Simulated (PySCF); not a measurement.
# AlO⁻: the SCF solver's settings

The same problem is solved with other solver options, one edit a run.

The runs use PySCF 2.14.0; method and basis as typed in the scripts.

### Step 1. The system as given

AlO⁻: 2 atoms, charge -1, spin multiplicity 1.

Bond lengths: Al1–O2 1.535 Å.

### Step 2. Base script

input.py

```python
from pyscf import gto, scf, mp

mol = gto.M(
    atom='Al 0 0 0; O 0 0 1.535',
    basis='6-31g*',
    charge=-1,
    spin=0,
    verbose=4,
)
mf = scf.RHF(mol)
mf.kernel()
mp.MP2(mf, frozen=6).kernel()
mf.dip_moment()
print('orbital energies (hartree):', mf.mo_energy[..., max(0, mol.nelec[1]-3):mol.nelec[0]+3].round(4))
```

Command:

```sh
$ OMP_NUM_THREADS=1 python input.py
```

The log of this run is left out.

It gives: E(SCF) = -316.759396 Eh, 10 cycles, E(MP2) − E(SCF) = -0.24795 Eh.

The bond length is a typed value, not an optimised one. The dipole of an ion depends on the origin.

### Step 3. Initial guess hcore

Edit 1 changes initial guess: minao → hcore.

input.py

```python
from pyscf import gto, scf, mp

mol = gto.M(
    atom='Al 0 0 0; O 0 0 1.535',
    basis='6-31g*',
    charge=-1,
    spin=0,
    verbose=4,
)
mf = scf.RHF(mol)
mf.init_guess = 'hcore'
mf.kernel()
mp.MP2(mf, frozen=6).kernel()
mf.dip_moment()
print('orbital energies (hartree):', mf.mo_energy[..., max(0, mol.nelec[1]-3):mol.nelec[0]+3].round(4))
```

Command:

```sh
$ OMP_NUM_THREADS=1 python input.py
```

### Step 4. DIIS space 4

Edit 2 changes DIIS space: default → 4.

input.py, as its differences from that of step 2:

```diff
@@ -10,2 +10,3 @@
 mf = scf.RHF(mol)
+mf.diis_space = 4
 mf.kernel()
```

### Step 5. Smearing width 0.005 hartree

Edit 3 changes smearing width: none → 0.005 hartree; step after the SCF: mp2 → none.

input.py, as its differences from that of step 2:

```diff
@@ -1,2 +1,2 @@
-from pyscf import gto, scf, mp
+from pyscf import gto, scf
 
@@ -10,4 +10,4 @@
 mf = scf.RHF(mol)
+mf = scf.addons.smearing_(mf, sigma=0.005, method='fermi')
 mf.kernel()
-mp.MP2(mf, frozen=6).kernel()
 mf.dip_moment()
```

Before running it: what results should come out? Wanted: for each run, E(SCF); from base; gap; after the SCF.

As calculated:

```
                         run  E(SCF) (hartree)  from base (eV)  cycles  gap (eV)              after the SCF
                        base       -316.759396               0      10      9.58  MP2 correlation -6.747 eV
         initial guess hcore       -316.759396          0.0000      15      9.58  MP2 correlation -6.747 eV
                DIIS space 4       -316.759396          0.0000      10      9.58  MP2 correlation -6.747 eV
smearing width 0.005 hartree       -316.759396          0.0000      10       n/a                        n/a
```

Distance from each run's final energy (log10 hartree) by cycle:

```
                         run  cycle 1  cycle 2  cycle 3  cycle 5  cycle 8  cycle 12
                        base     -0.6     -0.5     -2.5     -4.9     -8.7      done
         initial guess hcore      1.2      0.9      0.6      0.4     -1.2      -6.2
                DIIS space 4     -0.6     -0.5     -2.5     -4.9     -8.1      done
smearing width 0.005 hartree     -0.6     -0.5     -2.5     -4.9     -8.7      done
```

What this shows: With initial guess hcore or DIIS space 4 or smearing width 0.005 hartree the SCF ends at the base energy. The base needs 10 cycles and the run with initial guess hcore needs 15.
